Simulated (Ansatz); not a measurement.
Input for Ansatz (development build ahead of 0.2.0):

```yaml
crystal:
  periodic: [false, false, false]
  atoms:
    - { symbol: C, position_ang: [-0.00225, 0.00132, -0.71791] }
    - { symbol: C, position_ang: [-0.00281, -0.00165, 0.71799] }
    - { symbol: C, position_ang: [-0.00751, 1.10928, -1.48241] }
    - { symbol: C, position_ang: [-0.00765, -1.1109, 1.4835] }
    - { symbol: H, position_ang: [-0.00868, -0.97245, -1.22186] }
    - { symbol: H, position_ang: [0.00121, 0.96915, 1.21309] }
    - { symbol: H, position_ang: [-0.00228, 1.07696, -2.57176] }
    - { symbol: H, position_ang: [-0.00384, 2.11571, -1.0273] }
    - { symbol: H, position_ang: [-0.00618, -1.06267, 2.56325] }
    - { symbol: H, position_ang: [-0.00416, -2.10424, 1.01325] }
basis:
  gaussian: { orbitals: STO-3G }
hamiltonian:
  xc: hf
correlation:
  method: mp2
  frozen_orbitals: { C: 1, H: 0 }
```

The input is written out in the form of the current development build from the run's settings.

Output:

| Property | Result |
| --- | --- |
| Converged | yes |
| Reference energy | -153.01409 hartree |
| Correlation energy | -0.24158 hartree |
| Total energy | -153.25567 hartree |
| Spin squared of the determinant | 0.000 |
